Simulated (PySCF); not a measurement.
# Atomic charges against the basis set

BH6N.
Geometry (PBE0-D3(BJ)/def2-SVP, Å), atoms numbered from 1 in this order:
```
atom  x, y, z in Å
B1    -0.8059    0.1056   -0.0392
N2     0.8125   -0.1176    0.0050
H3    -1.2191   -0.6697   -0.8925
H4    -0.9644    1.2822   -0.3391
H5    -1.2028   -0.1628    1.0883
H6     1.0468   -1.0794    0.2531
H7     1.2515    0.4950    0.6931
H8     1.2377    0.0799   -0.9015
```

PBE0 throughout (PySCF), one geometry, spherical d and f functions. Isolated species at its PBE0-D3(BJ)/def2-SVP geometry, gas phase. Atoms taken as equivalent share a column and are averaged.

Mulliken charges (e):

| basis | functions | B1 | N2 | H3/H4/H5 | H6/H7/H8 |
| --- | --- | --- | --- | --- | --- |
| pcSseg-0 | 30 | -0.216 | -0.800 | -0.026 | +0.365 |
| cc-pVDZ | 58 | -0.260 | +0.075 | -0.076 | +0.137 |
| pcSseg-1 | 64 | -0.143 | -0.343 | -0.066 | +0.228 |
| aug-cc-pVDZ | 100 | -1.879 | +0.027 | +0.549 | +0.068 |
| IGLO-III | 130 | -0.057 | -0.548 | -0.096 | +0.298 |
| cc-pVTZ | 144 | -0.408 | -0.004 | -0.026 | +0.164 |

IAO charges (e):

| basis | functions | B1 | N2 | H3/H4/H5 | H6/H7/H8 |
| --- | --- | --- | --- | --- | --- |
| pcSseg-0 | 30 | -0.395 | -0.409 | -0.027 | +0.294 |
| cc-pVDZ | 58 | -0.390 | -0.409 | -0.027 | +0.293 |
| pcSseg-1 | 64 | -0.384 | -0.409 | -0.028 | +0.293 |
| aug-cc-pVDZ | 100 | -0.393 | -0.427 | -0.026 | +0.299 |
| IGLO-III | 130 | -0.390 | -0.435 | -0.026 | +0.301 |
| cc-pVTZ | 144 | -0.391 | -0.433 | -0.026 | +0.301 |

Hirshfeld charges (e):

| basis | functions | B1 | N2 | H3/H4/H5 | H6/H7/H8 |
| --- | --- | --- | --- | --- | --- |
| pcSseg-0 | 30 | -0.107 | -0.040 | -0.118 | +0.167 |
| cc-pVDZ | 58 | -0.103 | -0.064 | -0.113 | +0.169 |
| pcSseg-1 | 64 | -0.093 | -0.078 | -0.112 | +0.169 |
| aug-cc-pVDZ | 100 | -0.092 | -0.095 | -0.106 | +0.168 |
| IGLO-III | 130 | -0.093 | -0.096 | -0.107 | +0.169 |
| cc-pVTZ | 144 | -0.095 | -0.089 | -0.109 | +0.170 |

ESP-fitted charges (e):

```tsv
basis	functions	B1	N2	H3/H4/H5	H6/H7/H8
pcSseg-0	30	+0.094	-0.410	-0.184	+0.290
cc-pVDZ	58	+0.071	-0.348	-0.170	+0.262
pcSseg-1	64	+0.165	-0.315	-0.200	+0.250
aug-cc-pVDZ	100	+0.298	-0.532	-0.217	+0.295
IGLO-III	130	+0.265	-0.488	-0.211	+0.286
cc-pVTZ	144	+0.230	-0.478	-0.203	+0.286
```

Question: Which scheme is steadiest as the basis changes?

Answer: Largest range over the bases for any column: IAO 0.03 e, Hirshfeld 0.06 e, ESP-fitted 0.23 e, Mulliken 1.82 e. IAO charges move least and Mulliken charges most, counted in e.

Question: How much do the charges still move between the two largest bases, IGLO-III and cc-pVTZ?

Answer: At most, over all atoms: Mulliken 0.544 e, IAO 0.002 e, Hirshfeld 0.008 e, ESP-fitted 0.034 e.

Question: What do the same runs give for the total energy, the frontier levels and the dipole moment?

Answer: 
| basis | energy (Eh) | HOMO (eV) | LUMO (eV) | μ (D) |
| --- | --- | --- | --- | --- |
| pcSseg-0 | -82.9098 | -7.69 | 0.63 | 6.03 |
| cc-pVDZ | -83.1038 | -7.57 | 0.59 | 5.65 |
| pcSseg-1 | -83.0909 | -7.72 | 0.20 | 5.72 |
| aug-cc-pVDZ | -83.1119 | -7.74 | -0.81 | 5.37 |
| IGLO-III | -83.1406 | -7.76 | -0.30 | 5.44 |
| cc-pVTZ | -83.1357 | -7.74 | 0.06 | 5.48 |

The dipole is fixed by the density alone, so its range of 0.66 D shows that the density itself changes with the basis, not only its division among atoms.
